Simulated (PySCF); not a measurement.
## Bonding in `CNC(C)(C)C`

Compound: C5H13N.
Atom-mapped SMILES: `[CH3:1][NH:2][C:3]([CH3:4])([CH3:5])[CH3:6]` (hydrogens: H7, H8, H9 on C1; H10 on N2; H11, H12, H13 on C4; H14, H15, H16 on C5; H17, H18, H19 on C6)

Geometry (GFN2-xTB, Å), atoms numbered from 1 in this order:
```xyz
19
C5H13N angstrom
C      2.026   -0.651   -0.062
N      0.842   -0.473    0.752
C     -0.357    0.060    0.106
C     -0.162    1.473   -0.470
C     -0.807   -0.893   -1.004
C     -1.437    0.106    1.194
H      2.393    0.267   -0.544
H      2.819   -1.037    0.579
H      1.826   -1.392   -0.834
H      1.067    0.114    1.549
H      0.555    1.465   -1.289
H     -1.106    1.855   -0.850
H      0.200    2.152    0.302
H     -0.826   -1.913   -0.629
H     -1.805   -0.624   -1.340
H     -0.139   -0.846   -1.860
H     -2.388    0.423    0.775
H     -1.555   -0.880    1.635
H     -1.157    0.803    1.981
```

Bond orders from the PBE0/pcSseg-1 density (PySCF). Geometry: GFN2-xTB; no solvent, vibrations or thermal averaging.

(1) Where do the orders between heavy atoms depart from those drawn in the SMILES?

(2) Set the Mayer orders of the bonds between heavy atoms beside their lengths.

Results:

(1) The largest departure is 0.023, at N2–C3 (drawn single, 0.977) and C3–C6 (drawn single, 1.022).

(2) 
| bond | drawn as | length (Å) | Mayer order |
| --- | --- | --- | --- |
| C1–N2 | single | 1.448 | 0.999 |
| N2–C3 | single | 1.462 | 0.977 |
| C3–C4 | single | 1.539 | 0.997 |
| C3–C5 | single | 1.531 | 1.003 |
| C3–C6 | single | 1.533 | 1.022 |

By pair of heavy elements: C–N: lowest N2–C3 (0.977, 1.462 Å), highest C1–N2 (0.999, 1.448 Å). C–C: lowest C3–C4 (0.997, 1.539 Å), highest C3–C6 (1.022, 1.533 Å).

And the bonds to hydrogen?

C–H: 0.95 to 0.97 (12 bonds); H–N: 0.94 (1 bond).

Sum the orders of all bonds at each heavy atom with more than one neighbour and set the sums beside the valence in the SMILES.

C1 3.887 (drawn 4), N2 2.912 (drawn 3), C3 3.999 (drawn 4), C4 3.878 (drawn 4), C5 3.888 (drawn 4), C6 3.911 (drawn 4). Orders between atoms that aren't bonded are not in these sums.

For a closed shell the Mayer order of atoms A and B is Σ (PS)μν (PS)νμ over the basis functions μ on A and ν on B, with P the density and S the overlap matrix.
